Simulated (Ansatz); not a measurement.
in.yaml

```yaml
crystal:
  periodic: [false, false, false]
  atoms:
    - {symbol: Ti, position_ang: [0.000000, 0.000000, 0.249200]}
    - {symbol: H, position_ang: [0.000000, 0.000000, -2.345800]}
    - {symbol: H, position_ang: [0.000000, 0.000000, 2.096600]}
basis:
  gaussian: {orbitals: def2-TZVP}
correlation: {method: fci, electrons: outside_noble_gas}
```

```sh
$ ansatz run in.yaml --threads 2 --pin off --events-out ev --progress --plain --max-ram 16896MiB --backend cuda --devices 0, --max-vram 18GiB
```

Log:

```
872 factors; integrals over basis functions are off by at most 1.9e-7 eV
mean field evaluation 1: about -23105.5811 eV, gradient 3.5e1 eV
mean field evaluation 2: about -23105.5813 eV, gradient 3.5e1 eV
mean field evaluation 4: about -23112.5780 eV, gradient 1.0e1 eV
mean field evaluation 8: about -23113.1164 eV, gradient 1.8e-1 eV
mean field evaluation 16: about -23113.1165 eV, gradient 3.3e-4 eV
mean field evaluation 32: about -23113.1222 eV, gradient 1.5e-2 eV
mean field evaluation 64: about -23099.6270 eV, gradient 6.0e-3 eV
mean field evaluation 96: about -23101.3419 eV, gradient 9.2e0 eV
mean field evaluation 128: about -23113.1196 eV, gradient 6.2e-5 eV
mean field evaluation 160: about -23113.1196 eV, gradient 9.6e-5 eV
mean field -23114.05192377 eV, -849.4257409314 hartree, gradient 1.9e-6 eV, S^2 0.000000; 16 other end points of the search recorded, 0 dependent functions left out; unrestricted orbitals would lower it
mean field evaluation 192: about -23115.1194 eV, gradient 1.8e-2 eV
determinant -23114.05192377 eV, -849.4257409314 hartree, with singles and doubles -23116.80894661 eV, -849.5270596521 hartree
determinant -23113.11959705 eV, -849.3914785566 hartree, with singles and doubles -23116.08285692 eV, -849.5003763480 hartree
unrestricted determinant -23115.11939620 eV, -849.4649698198 hartree, S^2 1.0019
9 core orbitals not correlated: weight in the atoms' cores, before any rotation towards them, 1.000 or more for the frozen orbitals, at most 0.000 for the correlated occupied ones
reference -23114.05192377 eV, -849.4257409314 hartree; 3, 3 occupied and 45, 45 virtual orbitals, 872 factors
state -23117.11680548 eV, -849.5383732570 hartree
Total energy: -23117.11680548 eV, -849.5383732570 hartree
```

Ran on 2 threads of AMD EPYC 7R13 with a shared H100 80 GB, shared host: 40 s wall, 0.94 GiB peak host memory.
